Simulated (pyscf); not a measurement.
Optimised with ωB97X-D3(BJ)/def2-SVP in PySCF.

Task: PBE/def2-TZVP puts the barrier of Cl–SnH(Cl)–Cl + H₂ -> HCl + Cl–Sn:–Cl [singlet] + H₂ (multi-bond step; singlet surface; Cl–Sn, H–Sn, H–H broken, Cl–H, H–H formed) at 32.5 kcal/mol and the reaction energy at +5.0 kcal/mol, from the separated reactants. What do r²SCAN/def2-TZVP, M06-2X/def2-TZVP, ωB97M-D3(BJ)/def2-TZVP give on the same structures?

Result: r²SCAN: ΔE‡ = 38.0 kcal/mol, ΔE = +10.5 kcal/mol; M06-2X: ΔE‡ = 50.5 kcal/mol, ΔE = +13.8 kcal/mol; ωB97M-D3(BJ): ΔE‡ = 47.5 kcal/mol, ΔE = +9.1 kcal/mol. PBE's barrier lies under all of them, by 5.5 to 18.0 kcal/mol. Its reaction energy lies under all of them, by 4.1 to 8.9 kcal/mol. On the product side the descent ends in a bound adduct (not fully relaxed), 9.1 kcal/mol under the separated species and 43.3 kcal/mol under the saddle at ωB97X-D3(BJ)/def2-TZVP. At ωB97X-D3(BJ)/def2-TZVP the barrier from the zero used here is 49.7 kcal/mol. One saddle was located; it need not be the lowest between these sides. Elements past Kr carry the def2 core potentials, without spin-orbit coupling.
